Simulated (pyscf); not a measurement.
Optimised with ωB97X-D3(BJ)/def2-SVP in PySCF.

Problem. Estimate the classical barrier height and the reaction energy of H₂N–W(OH)(OH)(F)(F)–F → O=W(OH)(F)(F)–F + ammonia (NH₃) at ωB97M-D3(BJ)/def2-TZVP. The step runs on the singlet surface, breaks H–O, N–W and forms H–N; take the reactant's lowest minimum found as zero.

Solution. ΔE‡ = 1.07 eV, ΔE = -0.02 eV. Zero-point energy shifts the barrier by -0.07 eV. It is an elimination, with an imaginary mode of 983i cm⁻¹. On the reactant side the descent ends in a point that may be a rotor saddle (no frequency run), 0.15 eV over the lowest minimum found and 0.93 eV under the saddle at ωB97X-D3(BJ)/def2-TZVP. On the product side the descent ends in an adduct with a N–W contact (not fully relaxed), 1.03 eV under the separated species and 2.01 eV under the saddle at ωB97X-D3(BJ)/def2-TZVP. What is counted as broken (N–W) persists as a longer contact in the product adduct; parting that adduct is a step of its own. One saddle was located; it need not be the lowest between these sides. Elements past Kr carry the def2 core potentials, without spin-orbit coupling.
